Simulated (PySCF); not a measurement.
Ligands exchanged one at a time, B F-Cl. All species are isolated molecules in the gas phase. Strings in code marks are SMILES.

The HOMO–LUMO gap from two functionals at the same geometries (PBE0-D3(BJ)/def2-TZVP), both in PySCF: PBE-D3(BJ)/def2-TZVP and ωB97X-D3(BJ)/def2-TZVP. 

```tsv
species	PBE-D3(BJ)/def2-TZVP (eV)
0 of 3 F replaced by Cl	9.65
1 of 3 F replaced by Cl (`ClB(F)F`)	7.09
2 of 3 F replaced by Cl (`FB(Cl)Cl`)	5.94
```

Problem. What does ωB97X-D3(BJ)/def2-TZVP give for each?

Solution. 
- 0 of 3 F replaced by Cl: 17.02
- 1 of 3 F replaced by Cl (`ClB(F)F`): 14.58
- 2 of 3 F replaced by Cl (`FB(Cl)Cl`): 13.21
Over these rows, drawn at random from the members with no instability flagged (it was tested for open shells, ions and some series alone), PBE minus ωB97X-D3(BJ): mean -7.37 eV, from -7.48 eV to -7.27 eV.
